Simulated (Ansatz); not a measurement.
C3H2S, relaxed with RKS PBE0-D4/def2-TZVP in Ansatz 0.2.0 from a PBE-D4/def2-SVP geometry. The force threshold is 0.005 eV/Å; the program also tests the step.

Total charge 0; spin multiplicity 1.

Start:

```xyz
6

C     0.385    0.377    0.364
C     0.991   -0.747   -0.047
S    -0.780   -0.765   -0.737
C    -0.842    0.894    0.188
H     1.868   -0.875   -0.697
H    -1.623    1.116    0.929
```

Question: How much energy does the relaxation release, and in how many steps? (Best estimate.)

Answer: Computed: 0.05 eV, in 5 steps, 1 of them rejected.

Question: Which bonds change most? (Estimate.)

Answer: Ansatz gave: S3–C4 from 1.900 to 1.876 Å; C2–S3 from 1.900 to 1.876 Å; C1–C4 from 1.342 to 1.322 Å.

Question: Give the relaxed structure. (Best estimate.)

Answer: Computed: 
```xyz
6

C     0.374    0.367    0.353
C     0.981   -0.735   -0.053
S    -0.769   -0.754   -0.727
C    -0.834    0.879    0.192
H     1.849   -0.865   -0.683
H    -1.600    1.109    0.917
```
